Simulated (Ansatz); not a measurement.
Results of PBE (plane waves, PAW; Ansatz, a first-principles code) for body-centred tetragonal In.

Settings: plane-wave cutoff 520 eV, 24×24×24 k mesh, Fermi–Dirac smearing 0.05 eV, scalar-relativistic PAW data made under PBE.

Cell (relaxed at this level):

```cif
data_In2
_chemical_formula_sum 'In2'
_space_group_name_H-M_alt 'I4/mmm'
_space_group_IT_number 139
_space_group_name_Hall '-I 4 2'
_cell_length_a 3.30325
_cell_length_b 3.30325
_cell_length_c 5.03462
_cell_angle_alpha 90.000
_cell_angle_beta 90.000
_cell_angle_gamma 90.000
loop_
_atom_site_label
_atom_site_type_symbol
_atom_site_symmetry_multiplicity
_atom_site_Wyckoff_symbol
_atom_site_fract_x
_atom_site_fract_y
_atom_site_fract_z
_atom_site_occupancy
In1 In 2 a 0.00000 0.00000 0.00000 1
```
(The calculation used a cell of 1 atom; values per cell refer to that cell.)

**Question.** Estimate the bulk modulus B0 and pressure derivative B′ of the bulk modulus that the calculation returns.

**Answer.** 
* **bulk modulus B0**: 35.5 GPa
* **pressure derivative B′ of the bulk modulus**: 5.2

The run finds no gap.

Measured, for comparison: bulk modulus 44.7 GPa (copied from a table, unchecked, extrapolated to 0 K and zero-point effects removed; as tabulated in Lejaeghere et al. (2013), arXiv:1204.2733). Computed (rounded) less measured: bulk modulus not scored (unchecked).

Note: the bulk modulus comes from volumes at which shape and atoms were relaxed.

Spin–orbit coupling is not included.

It cost around 10 core-minutes (rough) of CPU time.
